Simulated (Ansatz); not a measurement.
# AlH₂⁻, singlet: bend scan

Starting geometry (PBE0/def2-TZVPD stationary point for this spin, not checked as a minimum):

```yaml
atoms:
  - { symbol: Al, position_ang: [0.0000, -0.0810, 0.0000] }
  - { symbol: H, position_ang: [0.0000, 1.0848, -1.2329] }
  - { symbol: H, position_ang: [0.0000, 1.0848, 1.2329] }
```

From there the angle named below is changed in its plane at fixed bond lengths, both arms turning rigidly about the middle atom; atoms are numbered as listed. Energies are in eV, counted from the starting geometry at the same level.

Basis 6-31++G** (Cartesian d functions); Ansatz 0.2.0. Only valence electrons are correlated (noble-gas cores frozen). R marks a restricted (for open shells ROHF) determinant.

The determinant at some points fills πx and πy unequally, so it is a mixture of Σ and Δ, which weighs on every level built on one determinant.

Full CI is exact within this basis and frozen core; it isn't the basis-set limit.

| angle H2-Al1-H3 (°) | RMP2 |
| --- | --- |
| 67.0 | 0.473 |
| 84.2 | 0.068 |
| 93.2 | 0.000 |
| 107.1 | 0.074 |
| 125.3 | 0.462 |
| 137.5 | 0.877 |
| 159.5 | 1.848 |
| 180.0 | 2.451 |

Q: Estimate the full CI curve in 6-31++G** from this one, knowing how RMP2 errs.

A: The computed full CI values, in eV from the starting point, and the error of RMP2 against them:
| angle H2-Al1-H3 (°) | full CI | RMP2 less full CI |
| --- | --- | --- |
| 67.0 | 0.446 | 0.027 |
| 84.2 | 0.065 | 0.003 |
| 93.2 | 0.000 | 0.000 |
| 107.1 | 0.070 | 0.004 |
| 125.3 | 0.438 | 0.024 |
| 137.5 | 0.831 | 0.046 |
| 159.5 | 1.736 | 0.112 |
| 180.0 | 2.303 | 0.148 |

Full CI's occupations show more than one leading determinant at 180.0.

The error spans 0.148 eV and is largest, 0.148 eV, at 180.0 °.
